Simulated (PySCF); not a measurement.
Species: C₄H₈F₂.
Bonds: C1–C2, C2–C3, C3–F4, C2–C5, C5–F6. Hydrogens: H7, H8, H9 on C1; H10 on C2; H11, H12 on C3; H13, H14 on C5.

Theory: PySCF 2.14.0, PBE0-D3(BJ)/def2-SVP geometry optimisation, gas phase.

Problem. Give the optimised bond lengths and angles.

Solution. 
```tsv
bond	length (bohr)
C1–C2	2.877
C2–C3, C2–C5	2.866
C3–F4, C5–F6	2.600
C1–H7, C1–H8, C1–H9	2.079
C2–H10	2.088
C3–H11, C5–H13	2.084
C3–H12, C5–H14	2.085
```

Bonds in one row agree within 0.02 bohr and their mean is given. A selection of angles:
```tsv
angle	degrees
C2–C1–H7	111.6
H7–C1–H8	107.7
C1–C2–C3	112.0
C1–C2–H10	109.6
C3–C2–C5	110.4
C3–C2–H10	106.6
C2–C3–F4	110.0
C2–C3–H11	110.3
C2–C3–H12	110.8
F4–C3–H11	108.4
F4–C3–H12	108.3
H11–C3–H12	109.0
C2–C5–H13	110.7
C2–C5–H14	110.1
F6–C5–H13	108.6
```

Dihedral angles: C1–C2–C3–F4 -59° (synclinal); C1–C2–C5–F6 -176° (antiperiplanar). The mirror-image conformer, all signs reversed, is as good.

Of the pairs four or more bonds apart, F6···H11 is among the closest relative to their van der Waals radii: 2.49 Å, 93 % of the sum of Bondi's values.

Point group: C1 (no symmetry element, even within 0.4 Å). No frequency check. One conformer, not necessarily the lowest.
